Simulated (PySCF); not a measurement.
**C₅H₇F: geometry, NMR shifts, spin-spin couplings, electronic excitations and core binding energies**

Wanted: the NMR shifts, spin-spin couplings, electronic excitations and core binding energies of C₅H₇F (`C=C/C=C(\C)F`), by calculation.

Programs: PySCF 2.14.0, with density-fitted response routines of our own. Each step states its level of theory. These are calculated values for one molecule in the gas phase, unless marked as measured. Atoms count from 0, in the outputs and in this text.

## Step 1: The starting structure

13 atoms, charge 0, multiplicity 1; geometry from: MMFF94s.

Bonds of the start (Å): C0–C1 1.34, C1–C2 1.44, C2–C3 1.34, C3–C4 1.49, C3–F5 1.36, C0–H6 1.09, C0–H7 1.09, C1–H8 1.09, C2–H9 1.09, C4–H10 1.09, C4–H11 1.09, C4–H12 1.09.

## Step 2: Optimising the geometry at PBE0-D3(BJ)/def2-SVP

The job: settings as JSON, then the geometry in Å.

```
{"job": {"xc": "PBE0", "basis": "def2-SVP", "d3": "d3bj", "grid": 1, "kind": "geom"}, "charge": 0, "multiplicity": 1}
C      2.213840    -0.177159    -1.140538
C      0.966858    -0.296205    -0.668541
C      0.408218     0.619913     0.297933
C     -0.823691     0.586633     0.829898
C     -1.913619    -0.398411     0.556317
F     -1.114153     1.564643     1.723123
H      2.881077     0.618254    -0.823221
H      2.598119    -0.886618    -1.867107
H      0.354777    -1.117099    -1.030682
H      1.059768     1.426736     0.631237
H     -1.640415    -1.168868    -0.167446
H     -2.197365    -0.898443     1.487611
H     -2.793415     0.126624     0.171414
```

**Question.** This job is followed by: GIAO PBE0/pcSseg-1 NMR shielding, non-relativistic, gas phase; B3LYP/pcJ-1 indirect spin-spin coupling, non-relativistic, gas phase; TDDFT PBE0/def2-SVPD, vertical, gas phase, core orbitals frozen in the response; GIAO B97-2/pcSseg-2 NMR shielding, non-relativistic, gas phase; delta-SCF UKS SCAN, pcX-2 on the ionised atom, pcseg-1 elsewhere, spin-free X2C. What will the session give for the following? rotational constants (main isotopes); 13C shifts against TMS (PBE0/pcSseg-1); 1H shifts against TMS (PBE0/pcSseg-1, means over atoms taken as alike); 19F shifts against CFCl3 (PBE0/pcSseg-1); largest coupling of the table (B3LYP/pcJ-1); lowest singlet (PBE0/def2-SVPD); lowest triplet; vertical ionisation energy (ΔSCF); C1s binding energies, SCAN/pcX-2 (standing for 3 of 5 atoms); F1s binding energies, SCAN/pcX-2; range of the shift of F5.

**Answer**, as computed:

| quantity | value |
| --- | --- |
| rotational constants (main isotopes) | 8.41, 1.93, 1.58 GHz |
| 13C shifts against TMS (PBE0/pcSseg-1) | 168.9, 138.2, 122.1, 115.2, 15.7 ppm |
| 1H shifts against TMS (PBE0/pcSseg-1, means over atoms taken as alike) | 6.31, 5.83, 5.34, 5.24, 1.99 ppm |
| 19F shifts against CFCl3 (PBE0/pcSseg-1) | -86.1 ppm |
| largest coupling of the table (B3LYP/pcJ-1) | 1J(C,F) C3–F5, -329.9 Hz |
| lowest singlet (PBE0/def2-SVPD) | 5.64 eV (220 nm), f = 0.728 |
| lowest triplet | 3.05 eV |
| vertical ionisation energy (ΔSCF) | 8.44 eV |
| C1s binding energies, SCAN/pcX-2 (standing for 3 of 5 atoms) | C4 291.30, C2 290.40, C0 289.78 eV |
| F1s binding energies, SCAN/pcX-2 | F5 692.73 eV |
| range of the shift of F5 | -90.5 to -86.1 ppm |

In words: Relaxing lowered the energy by 0.054 eV in 8 steps; the close pair that moved most is C3–F5, from 1.356 to 1.340 Å. At PBE0/pcSseg-1: The largest span, 232 ppm, is at C1, where the paramagnetic term is -210 ppm. In the run at B3LYP/pcJ-1, the largest coupling of the table is C3–F5, -329.9 Hz, of which the Fermi-contact term gives -311.6 Hz. Couplings across rotatable bonds belong to this one conformer; where others are populated, the observed values are averages. The first singlet state (HOMO→LUMO 0.97) lies at 5.64 eV and is bright. The lowest triplet lies 2.59 eV below the lowest singlet (triplets in Tamm-Dancoff, singlets in full TDDFT). At PBE0/def2-SVPD, the highest states lie near or above the ionisation energy, where they hang on the basis. ΔSCF puts the ionisation energy at 8.44 eV, 1.96 eV above −ε(HOMO). The C1s levels kept as sound span 1.52 eV, from C0 (terminal =CH2 carbon) up to C4 (allylic methyl carbon). Only 3 of the 5 C atoms are covered by sound results. Across the 2 runs the shift of F5 moves most, between -90.5 (B97-2/pcSseg-2) and -86.1 ppm (PBE0/pcSseg-1).
